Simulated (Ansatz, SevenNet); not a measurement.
## How well does each level of theory give the elastic constant C12 of bcc W?

Reference value: 205 GPa (measured, 0 K, extrapolated to 0 K; zero-point effects included; as tabulated in Wang et al. (2022), arXiv:2209.12322).

```csv
level (code),value (GPa),cell (Å³/atom)
SevenNet-l3i5 (SevenNet),(withheld),16.22
LDA (Ansatz),220,15.41
PBE (Ansatz),197,16.13
r²SCAN (Ansatz),202,15.91
HSE06 (Ansatz),214,15.82
```

Problem. Fill in the missing entries.

Solution. 
- SevenNet-l3i5 (SevenNet), value (GPa): 255

Differences against the reference: SevenNet-l3i5 +24 %, LDA +7.3 %, PBE -3.9 %, r²SCAN -1.5 %, HSE06 +4.4 %.

Nearest, and too close to rank with a margin of 5.0 % (twice that across the reference) picked here for doubts on the reference and the settings, and for temperature and zero-point motion: r²SCAN (-1.5 %), PBE (-3.9 %), HSE06 (+4.4 %), LDA (+7.3 %). Farthest off: SevenNet-l3i5 (+24 %). Within 10 %: LDA, PBE, r²SCAN, HSE06. The least costly first-principles kind among them: DFT without exact exchange (LDA, PBE, r²SCAN).

The measured value isn't corrected to a static lattice, so vibrations enter the comparison.  Density-functional levels without +SOC have no spin–orbit coupling. LDA, PBE, r²SCAN, HSE06: shear constants of such metals converge slowly with the k mesh. HSE06: hybrids on metals are sensitive to the k mesh. Each level is taken at its own relaxed cell. Cutoffs and k meshes differ between the levels. Ansatz's density-functional and Hartree–Fock values are scalar-relativistic unless marked +SOC, with PAW data made under PBE.

Machine-learned potentials (SevenNet-l3i5) are trained on DFT data, which may include these solids.

Differences are worked out from the printed values.

Ansatz is a first-principles code.
